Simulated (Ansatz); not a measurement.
## Relative stability

Two isomers of C$_{2}$H$_{2}$B (charge -1), closed shell, relaxed at PBE0-D4/def2-TZVPD (vibrations not checked).

A:

```xyz
5
angstrom
B -1.1385 0.3081 0.5294
C 0.0839 -0.0158 -0.0932
C 1.2210 -0.3223 -0.6294
H -2.2093 0.7098 0.1890
H 2.0429 -0.6798 0.0043
```

B:

```
5
angstrom
B -0.2894 0.3833 -0.3227
C 0.4445 -0.5887 0.4956
C 1.0726 -1.4204 1.1960
H -0.9672 0.0500 -1.2737
H -0.2604 1.5758 -0.0951
```

Computed with Ansatz 0.2.0 (basis: def2-TZVPPD); correlated methods freeze the cores. B3LYP uses VWN-RPA correlation.

**Question.** Which structure is lower at CCSD(T), and by how much? (To be estimated.)

**Answer.** The calculation gives: B, by 1.567 eV (electronic energy, against the other). By their contacts, A is C₂H₂B ([BH][C][CH]), total charge -1 and B is C₂H₂B ([BH2][C][C]), total charge -1.

All methods give the same order:

| method | E(B) − E(A) (eV) |
| --- | --- |
| PBE-D4 | -1.264 |
| r2SCAN-D4 | -1.363 |
| PBE0-D4 | -1.411 |
| B3LYP-D4 | -1.443 |
| wB97M-V | -1.588 |
| HF | -1.884 |
| MP2 | -1.669 |
| CCSD | -1.626 |
| CCSD(T) | -1.567 |

No T1 diagnostic of these runs exceeds 0.026. The restricted Hartree–Fock reference is unstable towards an unrestricted one at one or more of these structures.

Labels in which every atom is bracketed show which atoms are joined, not bond orders.
